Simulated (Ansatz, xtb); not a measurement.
**Relative energy of two isomers of H5OSi2**

Structure a: `[SiH2]O[SiH3]`, a doublet. Structure b: `O[SiH2][SiH2]`, a doublet. Both are isolated molecules in the gas phase, relaxed with r2SCAN-D4/def2-SVP; the shapes shown needn't be the lowest conformers.

a (Å):

```
atom    x (Å)    y (Å)    z (Å)
   O  -0.7763   0.3552  -0.4224
  Si   0.0577  -0.8231   0.4017
  Si  -0.9238   1.1855  -1.8553
   H   0.3368   1.9474  -2.1478
   H  -0.5613  -0.9780   1.7463
   H  -0.0158  -2.1192  -0.3360
   H   1.4914  -0.4328   0.5535
   H  -2.0766   2.1303  -1.7287
```

b (Å):

| atom | x (Å) | y (Å) | z (Å) |
| --- | --- | --- | --- |
| O | -0.5162 | 1.5539 | -0.9912 |
| Si | 0.7033 | 0.6658 | -0.2693 |
| Si | -0.1562 | -1.2172 | 0.8158 |
| H | -0.7613 | -2.2862 | -0.0364 |
| H | 1.6318 | 0.3169 | -1.3817 |
| H | 1.4609 | 1.4440 | 0.7642 |
| H | -1.2641 | 1.7818 | -0.4263 |
| H | 0.6930 | -1.8128 | 1.8927 |

Problem. Which of the two would you expect CCSD(T)/def2-SVP + ΔMP2/def2-TZVPP electronic energies to favour?

Solution. Structure a; the calculation gives E(b) − E(a) = +0.919 eV.

Level by level:

```
                             level            geometry  E(b) − E(a) (eV)  departure from the last row (eV)  job, with rough time for the two
                          GFN2-xTB            GFN2-xTB              +1.715                            +0.796              optimisation, 0.52 s
                         HF/STO-3G            GFN2-xTB              +0.535                            −0.384              single point, 0.54 s
      r2SCAN-D4/def2-SVP//GFN2-xTB            GFN2-xTB              +0.777                            −0.142               single point, 6.6 s
                r2SCAN-D4/def2-SVP  r2SCAN-D4/def2-SVP              +0.790                            −0.129             optimisation, 3.9 min
                       HF/def2-SVP  r2SCAN-D4/def2-SVP              +1.121                            +0.203           part of the CCSD(T) run
                      MP2/def2-SVP  r2SCAN-D4/def2-SVP              +0.986                            +0.067           part of the CCSD(T) run
                  CCSD(T)/def2-SVP  r2SCAN-D4/def2-SVP              +0.910                            −0.009                      single point
CCSD(T)/def2-SVP + ΔMP2/def2-TZVPP  r2SCAN-D4/def2-SVP              +0.919                                                  single point, 29 s
```

As drawn, b has 1 Si–Si, 1 O–H in place of 1 O–Si, 1 Si–H.

The levels shown agree on the order. The largest departure from CCSD(T)/def2-SVP + ΔMP2/def2-TZVPP is that of GFN2-xTB, 0.796 eV. The last row adds to CCSD(T) the change of the MP2 difference between the two basis sets, here +0.009 eV.

With harmonic frequencies from r2SCAN-D4/def2-SVP (ideal gas, rigid rotor, one conformer each, 298.15 K, 1 atm): on the last row, ΔE + ΔZPE = +0.946, ΔH = +0.951, ΔG = +0.969 eV.

Open shells are spin-unrestricted. The correlated steps freeze 11 core orbitals. Codes used: Ansatz 0.2.0, xtb 6.7.1; the last row on 1 thread of Intel(R) Xeon(R) Platinum 8259CL CPU @ 2.50GHz (Skylake/Cascade Lake) on a shared host.
